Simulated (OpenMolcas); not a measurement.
# SO2 (sulfur dioxide), step by step

Wanted: the energy (UHF/STO-3G), then the energy (CASSCF(4,4)/STO-3G), then the energy (CASPT2(4,4)/STO-3G), then the energy (SC-NEVPT2(4,4)/STO-3G), then a single-point energy (MRCI(4,4)/STO-3G) of SO2 (sulfur dioxide). 

Program for the calculation: OpenMolcas 26.06.

6 further runs of the same task are left out: 6 that didn't finish.

### Step 1. The structure to begin with

SO2 has 3 atoms, charge 0, and is taken as a singlet. SMILES: `O=S=O`. The S2–O3 distance was set to 2.862 Å, away from the relaxed value. At this shape a bond of the SMILES string is far longer than usual.

Bond lengths: O1–S2 1.431 Å. A long bond or contact: S2–O3 2.862 Å.

### Step 2. A single-point energy at UHF/STO-3G (run 1)

step1.input

```
&GATEWAY
 BASLIB=$CurrDir
 BASISSET
 O.STO-3G....
 O1 -1.409800 2.006559 -0.545440 angstrom
 O3 0.704900 -1.003280 0.272720 angstrom
 End of Basis
 BASISSET
 S.STO-3G....
 S2 -0.165860 1.718039 0.100860 angstrom
 End of Basis

&SEWARD

&SCF
 UHF
 SCRAMBLE=0.25
 PRORBITALS=1 1
```

The basis set STO-3G is read from a file made from the Basis Set Exchange's data (not shown).

Started as:

```bash
export MOLCAS_MEM=1860
pymolcas step1.input > step1.log
```

What it wrote:

```text
--- Start Module: gateway ---
[...]
--- Stop Module: gateway /rc=_RC_ALL_IS_WELL_ ---
--- Start Module: seward ---
[...]
      Basis functions           19
--- Stop Module: seward /rc=_RC_ALL_IS_WELL_ ---
--- Start Module: scf ---
[...]
       Convergence after 183 Iterations
[...]
::    Total SCF energy                               -540.6795023140
[...]
      Total spin, S                                     0.9966105150
[...]
      Total electronic charge=   32.000000
      Total            charge=   -0.000000
[...]
      Dipole Moment (debye):
      Origin of the operator (angstrom)=   -0.2592    1.1097   -0.0178
                   X=  6.7772E-01               Y= -1.3460E-01               Z=  3.5462E-01           Total=  7.7665E-01
      Quadrupole Moment (debye*angstrom):
[...]
--- Stop Module: scf /rc=_RC_ALL_IS_WELL_ ---
[...]
```

It took 5.7 s on 1 thread of Intel Xeon Platinum 8488C (Sapphire Rapids), shared host; peak memory 0.37 GiB.

### Step 3. A single-point energy at CASSCF(4,4)/STO-3G (run 2)

step2.inp

```
* O2S CASSCF
>>> EXPORT MOLCAS_PRINT=2

&GATEWAY
  BasLib = $CurrDir
  BasisSet
  O.STO-3G....
  O1 -1.409800 2.006559 -0.545440 angstrom
  O3 0.704900 -1.003280 0.272720 angstrom
  End of Basis
  BasisSet
  S.STO-3G....
  S2 -0.165860 1.718039 0.100860 angstrom
  End of Basis

&SEWARD

&RASSCF
  FileOrb = $CurrDir/step1.UnaOrb
  Spin = 1
  Nactel = 4 0 0
  Inactive = 14
  Ras2 = 4
  OrbListing = Nothing
  OrbAppear = Compact
```

The basis set STO-3G is read from a file made from the Basis Set Exchange's data (not shown).

Started as:

```bash
export MOLCAS_MEM=1860
pymolcas step2.inp > step2.log
```

What it wrote:

```text
--- Start Module: gateway ---
[...]
--- Stop Module: gateway /rc=_RC_ALL_IS_WELL_ ---
--- Start Module: seward ---
[...]
      Basis functions           19
--- Stop Module: seward /rc=_RC_ALL_IS_WELL_ ---
--- Start Module: rasscf ---
[...]
      Number of active orbitals                  4
[...]
      Spin quantum number                      0.0
[...]
      Active orbitals                            4
[...]
      Number of CSFs                            20
[...]
      Number of root(s) required                 1
[...]
      Convergence after 21 iterations
[...]
      printout of CI-coefficients larger than  0.05 for root  1
      energy=    -540.746168
      conf/sym  1111     Coeff  Weight
             1  2200  -0.47948 0.22990
             6  2020   0.46675 0.21786
            10  udud   0.42333 0.17921
            14  0202   0.40036 0.16029
            15  uudd  -0.24206 0.05859
            20  0022  -0.39263 0.15416
      Natural orbitals and occupation numbers for root  1
      sym 1:   1.133310   1.018171   0.981829   0.866690
      ************************************************************************************************************************
      *                                                    Final results                                                     *
[...]
::    RASSCF root number  1 Total energy:   -540.74616800
[...]
      Total electronic charge=   32.000000
      Total            charge=   -0.000000
[...]
      Dipole Moment (debye):
      Origin of the operator (angstrom)=   -0.2592    1.1097   -0.0178
                   X=  6.0755E-01               Y= -1.1069E-01               Z=  3.1903E-01           Total=  6.9509E-01
      Quadrupole Moment (debye*angstrom):
[...]
--- Stop Module: rasscf /rc=_RC_ALL_IS_WELL_ ---
[...]
```

Run time: 2 s. Hardware: 1 thread of Intel Xeon Platinum 8488C (Sapphire Rapids), shared host; peak memory 0.37 GiB.

### Step 4. A single-point energy at CASPT2(4,4)/STO-3G (run 3)

step3.input

```
&gateway
 baslib=$CurrDir
 basisset
 O.STO-3G....
 O1 -1.409800 2.006559 -0.545440 angstrom
 O3 0.704900 -1.003280 0.272720 angstrom
 End of Basis
 basisset
 S.STO-3G....
 S2 -0.165860 1.718039 0.100860 angstrom
 End of Basis

&seward

&rasscf
 fileorb=$CurrDir/step2.RasOrb
 spin=1
 nactel=4 0 0
 inactive=14
 ras2=4
 orblisting=Nothing
 orbappear=Compact

&caspt2
 imaginary=0.1
 frozen=7
```

The basis set STO-3G is read from a file made from the Basis Set Exchange's data (not shown).

Started as:

```bash
export MOLCAS_MEM=1860
pymolcas step3.input > step3.log
```

What it wrote:

```text
--- Start Module: gateway ---

                                              &GATEWAY

                       available to each process: 1.9 GB of memory, 1 thread

 Basis Set     1 Label: O.STO-3G....
 Basis set is read from library:.
 basistype.tbl is not found

 Basis Set     2 Label: S.STO-3G....
 Basis set is read from library:.
 basistype.tbl is not found

++    Symmetry information:
      ---------------------

                    Character Table for C1

                             E
                    a        1  x, y, xy, Rz, z, xz, Ry, yz, Rx, I
--

++    Basis set information:
      ----------------------

      Basis set label: O.STO-3G.........

[... 104 lines left out ...]
      Nuclear repulsion energy =   79.97809174
[... 85 lines left out ...]
      Note: transformation to natural orbitals
[... 4 lines left out ...]
      conf/sym  1111     Coeff  Weight
[... 14 lines left out ...]
++    Final optimization conditions:
[... 16 lines left out ...]
::    RASSCF root number  1 Total energy:   -540.74616800
[... 42 lines left out ...]
      Natural orbitals for root   1 are written to the RASORB.1 file
[... 53 lines left out ...]
      Imaginary shift                            0.10
[... 11 lines left out ...]
++ CASPT2 computation for group   1

********************************************************************************
 Multi-State initialization phase begins for group   1
--------------------------------------------------------------------------------
********************************************************************************
 Compute H0 matrices for state    1
--------------------------------------------------------------------------------
--------------------------------------------------------------------------------
 H0 matrices have been computed.

********************************************************************************
  CASPT2 EQUATION SOLUTION
--------------------------------------------------------------------------------
 Invalid disk address                    -8
 I/O error in DaFile_checkarg
 Unit =                    45

--- Stop Module: caspt2 /rc=-6 ---

.########################.
.# Non-zero return code #.
.########################.

    Timing: Wall=1.47 User=1.11 System=0.29
```

It took 1.7 s on 1 thread of Intel Xeon Platinum 8488C (Sapphire Rapids), shared host; peak memory 0.37 GiB.

The run ended with an error.

### Step 5. A single-point energy at SC-NEVPT2(4,4)/STO-3G (run 4)

step4.input

```
* O2S NEVPT2
&GATEWAY
BasLib
$CurrDir
BasisSet
O.STO-3G....
O1 -1.409800 2.006559 -0.545440 angstrom
O3 0.704900 -1.003280 0.272720 angstrom
End of Basis
BasisSet
S.STO-3G....
S2 -0.165860 1.718039 0.100860 angstrom
End of Basis
&SEWARD
&RASSCF
FileOrb
$CurrDir/step2.RasOrb
Spin
1
Nactel
4 0 0
Inactive
14
Ras2
4
OrbListing
Nothing
OrbAppear
Compact
&CASPT2
SC-NEVPT2
Frozen
7
```

The basis set STO-3G is read from a file made from the Basis Set Exchange's data (not shown).

Started as:

```bash
export MOLCAS_MEM=1860
pymolcas step4.input > step4.log
```

What it wrote:

```text
--- Start Module: gateway ---
[...]
--- Stop Module: gateway /rc=_RC_ALL_IS_WELL_ ---
[...]
      Basis functions           19
[...]
--- Start Module: rasscf ---
[...]
      Number of active orbitals                  4
[...]
      Spin quantum number                      0.0
[...]
      Active orbitals                            4
[...]
      Number of CSFs                            20
[...]
      Number of root(s) required                 1
[...]
      Convergence after  4 iterations
[...]
      printout of CI-coefficients larger than  0.05 for root  1
      energy=    -540.746168
      conf/sym  1111     Coeff  Weight
             1  2200  -0.47948 0.22990
             6  2020   0.46675 0.21786
            10  udud   0.42333 0.17921
            14  0202   0.40036 0.16029
            15  uudd  -0.24206 0.05859
            20  0022  -0.39263 0.15416
      Natural orbitals and occupation numbers for root  1
      sym 1:   1.133310   1.018170   0.981830   0.866690
      ************************************************************************************************************************
      *                                                    Final results                                                     *
[...]
::    RASSCF root number  1 Total energy:   -540.74616800
[...]
      Total electronic charge=   32.000000
      Total            charge=   -0.000000
[...]
      Dipole Moment (debye):
      Origin of the operator (angstrom)=   -0.2592    1.1097   -0.0178
                   X=  6.0757E-01               Y= -1.1069E-01               Z=  3.1903E-01           Total=  6.9511E-01
      Quadrupole Moment (debye*angstrom):
[...]
--- Stop Module: rasscf /rc=_RC_ALL_IS_WELL_ ---
--- Start Module: caspt2 ---
[...]
 ###    WARNING: User changed nr of frozen orbitals.                         ###
 ###############################################################################
[...]
      E2 (Variational):          -0.0599636452
[...]
      E2 (Variational):          -0.0599502719
      Total energy:            -540.8061182746
[...]
      Reference weight:           0.97071
[...]
::    SC-NEVPT2 Root  1     Total energy:   -540.80611827
[...]
--- Stop Module: caspt2 /rc=_RC_ALL_IS_WELL_ ---
[...]
```

Wall time 1.7 s (1 thread of Intel Xeon Platinum 8488C (Sapphire Rapids), shared host); peak memory 0.37 GiB.

### Step 6. The energy at MRCI(4,4)/STO-3G (run 5)

step5.inp

```
* O2S MRCI

&GATEWAY
 BasLib
 $CurrDir
 BasisSet
 O.STO-3G....
 O1 -1.409800 2.006559 -0.545440 angstrom
 O3 0.704900 -1.003280 0.272720 angstrom
 End of Basis
 BasisSet
 S.STO-3G....
 S2 -0.165860 1.718039 0.100860 angstrom
 End of Basis

&SEWARD

&RASSCF
 FileOrb
 $CurrDir/step2.RasOrb
 Spin
 1
 Nactel
 4 0 0
 Inactive
 14
 Ras2
 4
 OrbListing
 Nothing
 OrbAppear
 Compact

&MOTRA
 LumOrb
 Frozen
 7

&GUGA
 Electrons
 18
 Spin
 1
 Inactive
 7
 Active
 4
 CIAll
 1

&MRCI
 SDCI
```

The basis set STO-3G is read from a file made from the Basis Set Exchange's data (not shown).

Started as:

```bash
export MOLCAS_MEM=1860
pymolcas step5.inp > step5.log
```

What it wrote:

```text
--- Start Module: gateway ---
[...]
--- Stop Module: gateway /rc=_RC_ALL_IS_WELL_ ---
[...]
      Basis functions           19
[...]
      Number of active orbitals                  4
[...]
      Spin quantum number                      0.0
[...]
      Active orbitals                            4
[...]
      Number of CSFs                            20
[...]
      Number of root(s) required                 1
[...]
      Convergence after  4 iterations
[...]
      printout of CI-coefficients larger than  0.05 for root  1
      energy=    -540.746168
      conf/sym  1111     Coeff  Weight
             1  2200  -0.47948 0.22990
             6  2020   0.46675 0.21786
            10  udud   0.42333 0.17921
            14  0202   0.40036 0.16029
            15  uudd  -0.24206 0.05859
            20  0022  -0.39263 0.15416
      Natural orbitals and occupation numbers for root  1
      sym 1:   1.133310   1.018170   0.981830   0.866690
      ************************************************************************************************************************
      *                                                    Final results                                                     *
[...]
::    RASSCF root number  1 Total energy:   -540.74616800
[...]
      Dipole Moment (debye):
      Origin of the operator (angstrom)=   -0.2592    1.1097   -0.0178
                   X=  6.0757E-01               Y= -1.1069E-01               Z=  3.1903E-01           Total=  6.9511E-01
      Quadrupole Moment (debye*angstrom):
[...]
      *** WARNING: Default frozen orbitals is overwritten by user input.
      *** Default values:   7
[...]
--- Start Module: guga ---
[...]
--- Stop Module: guga /rc=_RC_ALL_IS_WELL_ ---
--- Start Module: mrci ---
[...]
       (But an ACPF correction will be computed)
       USE THE DEFAULT ACPF G-VALUE GFAC=  0.11111111111111110
[...]
                      CI ENERGY:  -540.82647057
[...]
                ACPF CORRECTION:    -0.00569863
[...]
      Total electronic charge=   32.000000
      Total            charge=   -0.000000
[...]
     ACPF CORRECTION:     -0.00569863
[...]
  CI State   1     Total energy:   -540.82647057     QDav:     -0.00646834     QACPF:     -0.00569863
[...]
--- Stop Module: mrci /rc=_RC_ALL_IS_WELL_ ---
[...]
```

Wall time 3.3 s (1 thread of Intel Xeon Platinum 8488C (Sapphire Rapids), shared host); peak memory 0.37 GiB.

### Step 7. Summary of results

```
                                                    quantity                value
                             run 1, UHF/STO-3G: total energy        -540.67950 Eh
                            run 1, UHF/STO-3G: dipole moment               0.78 D
                              run 1, UHF/STO-3G: HOMO energy             -6.59 eV
                              run 1, UHF/STO-3G: LUMO energy              6.01 eV
                            run 1, UHF/STO-3G: HOMO–LUMO gap             12.61 eV
                                     run 1, UHF/STO-3G: ⟨S²⟩                1.990
                     run 2, CASSCF(4,4)/STO-3G: total energy        -540.74617 Eh
   run 2, CASSCF(4,4)/STO-3G: dipole moment (CASSCF density)               0.70 D
                  run 4, SC-NEVPT2(4,4)/STO-3G: total energy        -540.80612 Eh
run 4, SC-NEVPT2(4,4)/STO-3G: dipole moment (CASSCF density)               0.70 D
                       run 5, MRCI(4,4)/STO-3G: total energy        -540.82647 Eh
     run 5, MRCI(4,4)/STO-3G: dipole moment (CASSCF density)               0.70 D
                                   run 3, CASPT2(4,4)/STO-3G  no result (crashed)
```

In words: ⟨S²⟩ (run 1, UHF/STO-3G) is 1.99 where a pure singlet has 0.00: the reference is spin-contaminated. The run (run 1, UHF/STO-3G) may have ended on a state above the lowest. Mulliken charges (run 5, MRCI(4,4)/STO-3G) of the CASSCF density run from -0.27 on O1 to +0.27 on S2; they depend strongly on the basis. 1 of the 5 runs did not end normally.
